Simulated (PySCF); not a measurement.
**Highest orbital energy against ionisation energy along group 14**

Calculated with PySCF 2.14, no spin-orbit coupling. Each cell gives −ε(HOMO) / ΔSCF in eV; NIST values include spin-orbit coupling, (s) semi-empirical, (t) theoretical.

```
                                                                                    species              UHF             LDA             PBE            PBE0          r2SCAN  NIST (lowest levels)
     C (aug-cc-pVTZ with one added diffuse shell each of s, p, d, f type, non-relativistic)  11.940 / 10.798  6.128 / 11.689  6.099 / 11.540  7.651 / 11.513  6.575 / 11.670                11.260
Si (aug-cc-pV(T+d)Z with one added diffuse shell each of s, p, d, f type, non-relativistic)    8.199 / 7.638   4.583 / 8.238   4.611 / 8.199   5.632 / 8.219   4.921 / 8.323                 8.152
   Ge (aug-cc-pVTZ-PP with one added diffuse shell each of s, d, f type with ECP10MDF, ECP)    7.887 / 7.404   4.382 / 7.964   4.360 / 7.845   5.365 / 7.888   4.676 / 8.019                 7.899
      Sn (aug-cc-pVTZ-PP with one added diffuse shell each of d, f type with ECP28MDF, ECP)    7.261 / 6.851   4.161 / 7.412   4.109 / 7.260   5.024 / 7.306   4.394 / 7.403                 7.344
      Pb (aug-cc-pVTZ-PP with one added diffuse shell each of d, f type with ECP60MDF, ECP)    6.935 / 6.567   4.000 / 7.163   3.915 / 6.980   4.791 / 7.017   4.190 / 7.095                 7.417
```

Q: How far is −ε(HOMO) from ΔSCF on average for each method, and why?

A: UHF 0.59 eV; LDA -3.84 eV; PBE -3.75 eV; PBE0 -2.70 eV; r2SCAN -3.55 eV. Hartree-Fock orbital energies lack relaxation and so exceed the ΔSCF value; semilocal functionals have convex E(N) from self-interaction, so their HOMO lies far too high; exact exchange moves hybrids part of the way back.
